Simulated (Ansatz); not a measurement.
Input for Ansatz (a first-principles code): R-CCSD(T)/aug-cc-pVTZ on methylamine (SMILES CN), atoms moved off the minimum.

Ansatz 0.2 input:
```yaml
crystal:
  periodic: [false, false, false]
  atoms:
    - {symbol: C, position_ang: [-0.72200953, 0.15279858, 0.06590818]}
    - {symbol: N, position_ang: [0.74591240, -0.03233921, -0.25590243]}
    - {symbol: H, position_ang: [-1.02133496, -0.64245515, -0.58377710]}
    - {symbol: H, position_ang: [-1.00911276, 0.89791413, -0.08982951]}
    - {symbol: H, position_ang: [-0.96443389, -0.08112815, 1.24434362]}
    - {symbol: H, position_ang: [1.03258565, -1.19594096, 0.02674681]}
    - {symbol: H, position_ang: [1.50469870, 0.66652046, 0.30066812]}
basis:
  gaussian:
    orbitals: aug-cc-pVTZ
magnetization: {spin_polarized: false}
correlation: {method: ccsd_t, electrons: outside_noble_gas}
scf: {lower_state_search: off}
output: {forces: true}
```

Program output:

```
WARN ansatz: RAYON_NUM_THREADS=1 ignored (pool sized by the plan → 1); use --threads N
Functional definition: HF
these checks for a lower state are left out or cut short: starts, cluster_reference, orbital_swaps, neighbouring_geometries, increment
integrals: 0.92 GiB planned
1165 factors; integrals over basis functions are off by at most 9.7e-4 eV
mean field: 0.50 GiB planned
mean field evaluation 1: about -2585.0864 eV, gradient 3.3e1 eV
mean field evaluation 2: about -2585.0864 eV, gradient 3.3e1 eV
mean field evaluation 4: about -2587.7806 eV, gradient 3.4e0 eV
mean field evaluation 8: about -2587.8230 eV, gradient 6.6e-4 eV
mean field -2587.82304816 eV, -95.1007429303 hartree, gradient 2.6e-6 eV, S^2 0.000000; 0 other end points of the search recorded, 0 dependent functions left out
2 core orbitals not correlated
reference -2587.82304816 eV, -95.1007429303 hartree; 7, 7 occupied and 198, 198 virtual orbitals, 1165 factors
densities: 2.27 GiB planned
second order -11.50005194 eV of doubles, -0.00000000 eV of singles
coupled cluster: 1.19 GiB planned
cycle   1  -11.76108987 eV  change   -2.6e-1 eV  update   7.0e-2
cycle   2  -12.07525394 eV  change   -3.1e-1 eV  update   2.2e-2
cycle   3  -12.13664406 eV  change   -6.1e-2 eV  update   9.7e-3
cycle   4  -12.13477004 eV  change    1.9e-3 eV  update   2.6e-3
cycle   5  -12.13532739 eV  change   -5.6e-4 eV  update   1.3e-3
cycle   6  -12.13559067 eV  change   -2.6e-4 eV  update   5.4e-4
cycle   7  -12.13542850 eV  change    1.6e-4 eV  update   2.5e-4
cycle   8  -12.13541574 eV  change    1.3e-5 eV  update   1.1e-4
cycle   9  -12.13543084 eV  change   -1.5e-5 eV  update   3.9e-5
cycle  10  -12.13542125 eV  change    9.6e-6 eV  update   1.4e-5
cycle  11  -12.13542603 eV  change   -4.8e-6 eV  update   5.7e-6
perturbative correction -0.47852254 eV, -0.0175853791 hartree
the calculation of the forces begins
Total energy: -2600.43699673 eV, -95.5642969902 hartree
Atom 0 at    -0.722010     0.152799     0.065908 Å, force     9.334312   -21.062967     7.487787 eV/Å
Atom 1 at     0.745912    -0.032339    -0.255902 Å, force     3.275981    -1.257744     2.341852 eV/Å
Atom 2 at    -1.021335    -0.642455    -0.583777 Å, force    -1.604431    -0.237740    -0.039896 eV/Å
Atom 3 at    -1.009113     0.897914    -0.089830 Å, force    -7.513070    20.172712    -4.796637 eV/Å
Atom 4 at    -0.964434    -0.081128     1.244344 Å, force     0.309579     0.285617    -2.761714 eV/Å
Atom 5 at     1.032586    -1.195941     0.026747 Å, force    -0.936521     4.767056    -0.761105 eV/Å
Atom 6 at     1.504699     0.666520     0.300668 Å, force    -2.865850    -2.666935    -1.470286 eV/Å
Dipole moment:    -0.046317    -0.025791     0.217078 e Å
Checks for a lower state left out: starts, cluster_reference, orbital_swaps, neighbouring_geometries, increment
```

Self-consistency was reached.

Cost: very roughly 13 core-minutes.
